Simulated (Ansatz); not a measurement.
# AlHS+ (doublet): from Hartree-Fock to the top rungs, def2-QZVPP

An exercise on one series of results from a longer session: the logs are not shown, and one member is left open.

The runs use Ansatz 0.2.0, Gaussian basis; def2-QZVPP, core rule «outside noble gas», up to 10 orbitals frozen.

To be run: UHF; ROHF; CCSD(T) on UHF.

2 further runs of the same task are left out: 2 set aside as unsound or not needed.

**The geometry**

The geometry is a PBE0/def2-TZVP stationary point (not a proven minimum) of the parent state, kept for this charge and spin.

3 atoms, charge 1, spin multiplicity 2.

Atoms are counted from 1 here; the program's logs count them from 0.

Bond lengths: Al1–S2 2.185 Å, S2–H3 1.348 Å. Angles: Al1–S2–H3 99.2°.

Set-up of the first run:

Input file in.yaml:

```yaml
crystal:
  periodic: [false, false, false]
  atoms:
    - {symbol: Al, position_ang: [0.000000, 0.032224, 1.206475]}
    - {symbol: S, position_ang: [0.000000, -0.066502, -0.975876]}
    - {symbol: H, position_ang: [0.000000, 1.252993, -1.251158]}
basis:
  gaussian: {orbitals: "def2-QZVPP.json"}
total_charge: 1
magnetization: {spin_polarized: true, initial_magnetization: 1}
hamiltonian: {xc: hf}
output: {orbitals: {seedname: orbitals}}
```

The run is started by

```sh
> ansatz run in.yaml --threads 1 --pin off --events-out ev --progress --plain --max-ram 2393MiB
```

Among the steps run: UHF; ROHF; CCSD(T) on UHF.

One of the session's tables, all rows but one given; the rest of the session is left out.

It belongs to the step «Misses and costs». 

| method | from UCCSD(T) (kcal/mol) |
| --- | --- |
| ROHF | +162.90 |
| UHF | ? |
| UMP2 | +21.70 |
| UCCSD | +8.12 |
| UCCSD(T) | 0 |

**Question.** Estimate the row for UHF.

The run gave: from UCCSD(T) (kcal/mol): +161.02. In the column «from UCCSD(T) (kcal/mol)» it lies between UMP2 (+21.70) and ROHF (+162.90).
